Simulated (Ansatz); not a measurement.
Born–Oppenheimer molecular dynamics of CH3N2 (6 atoms, charge 1, multiplicity 1). It goes on from the last frame of an earlier run, with new velocities.

All numbers below come from RKS r2SCAN-D4/cc-pVDZ (Ansatz 0.2.0).

| Property | Result |
| --- | --- |
| ensemble | NVE (Milne-controlled integrator) |
| time step | 0.5 fs |
| steps asked | 100 |
| starting velocities drawn for | 200 K |
| seed | 418399 |

First frame:

```xyz
6
Properties=species:S:1:pos:R:3
N -1.368 -0.475 -0.243
C -0.232 -0.363 -0.046
N 0.936 0.138 0.163
H -2.251 -0.935 -0.098
H 1.784 -0.309 -0.294
H 0.821 1.104 0.256
```

Task: How far do the bonds stretch over the last three quarters of this one trajectory? (Pairs bonded in most of those frames.)

Result: 
```
 bond  mean (Å)  spread (Å)  shortest  longest
N1–C2     1.179       0.008      1.17     1.19
N1–H4     1.023       0.009      1.01     1.04
C2–N3     1.286       0.010      1.26     1.30
N3–H5     1.030       0.024      1.00     1.07
N3–H6     1.033       0.043      0.97     1.09
```

Mean temperature of the second half: 404 K. The conserved energy stayed within 0.072 meV per atom of its start (net change 0.0017 meV per atom), so the integration is sound. The system heated up, since it started high on the potential surface and ran downhill. A run of 0.05 ps of so small a system gives no equilibrium averages. Limits of this set-up: the dipole of an ion depends on the origin.

Run time: 2.5 min on 1 thread of Arm Neoverse V2, with other jobs on the host, peak memory 0.1 GiB.
